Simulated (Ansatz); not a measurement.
## Pt: from a trial structure to a relaxed crystal

Method: DFT PBEsol, scalar-relativistic, plane waves, PAW in Ansatz 0.2.0. Cutoff 420 eV, Γ-centred k mesh, Gaussian smearing, no spin polarisation in the final step.

A relaxed cell is given with its space group left out.

```
Pt
1.0
     4.30074    0.00000    0.00000
    -2.15037    3.72455    0.00000
     0.00000    0.00000    4.96064
Pt
4
Direct
  0.00000 0.00000 0.25000
  0.00000 0.00000 0.75000
  0.33333 0.66667 0.75000
  0.66667 0.33333 0.25000
```

Energies count from the standard state of Pt at the same level.

Q: What space group does it have?

A: P6_3/mmc (No. 194). Conventional cell: a = 4.301 Å, c = 4.961 Å. Pt on Wyckoff site b (2 atoms of the primitive cell) is coordinated by 5 Pt at 2.48 Å; Pt on Wyckoff site d (2 atoms of the primitive cell) is coordinated by 3 Pt at 2.48 Å.

Q: How far above the standard state of Pt does it lie?

A: 1.09 eV/atom.

Q: Is it a metal?

A: Yes, bands cross the Fermi level on the 12×12×10 mesh.

The final run used a 12×12×10 mesh on its 4-atom cell and 0.10 eV smearing. For metals, differences of a few meV/atom aren't resolved. Spin–orbit coupling is left out. The cell came from a trial start, so Pt may not exist in this structure.